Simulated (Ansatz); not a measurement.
# PSi2: the cost of one run

Program: Ansatz 0.2.0, Gaussian basis. Level of theory: the settings change from run to run. These are calculated values, not measurements.

31 further runs of the same task are left out: 8 for a known fault of the program, 9 that didn't finish, 14 set aside as unsound or not needed. Runs told in other sessions of the task aren't counted.

## Step 1: The geometry

The geometry is a PBE0/def2-TZVP stationary point (not a proven minimum) of the parent state, kept for this charge and spin.

3 atoms, charge 1, spin multiplicity 3.

Atoms are counted from 1 here; the program's logs count them from 0.

Bond lengths: Si1–P2 2.098 Å, P2–Si3 2.098 Å. Angles: Si1–P2–Si3 117.5°.

Geometry (Å):

| atom | x (Å) | y (Å) | z (Å) |
| --- | --- | --- | --- |
| Si1 | 0.0000 | -0.3866 | 1.7940 |
| P2 | 0.0000 | 0.7011 | 0.0000 |
| Si3 | 0.0000 | -0.3866 | -1.7940 |

## Step 2: CCSD on ROHF/cc-pVDZ

in.yaml reads:

```yaml
crystal:
  periodic: [false, false, false]
  atoms:
    - {symbol: Si, position_ang: [0.000000, -0.386578, 1.794001]}
    - {symbol: P, position_ang: [0.000000, 0.701061, 0.000000]}
    - {symbol: Si, position_ang: [0.000000, -0.386578, -1.794001]}
basis:
  gaussian: {orbitals: cc-pVDZ, point_charges: [{charge: -0.50, position_ang: [4.989, 0.755, 0.823]}]}
total_charge: 1
magnetization: {spin_polarized: false, initial_magnetization: 2}
correlation: {method: ccsd, electrons: outside_noble_gas}
accuracy: high
output: {forces: true}
```

The run is started by

```bash
ansatz run in.yaml --threads 1 --pin off --events-out ev --progress --plain --max-ram 2393MiB
```

Q: Estimate wall time and peak memory on 1 thread of AMD EPYC 9R45, shared host.

About 52 s, with a peak of 0.26 GiB.
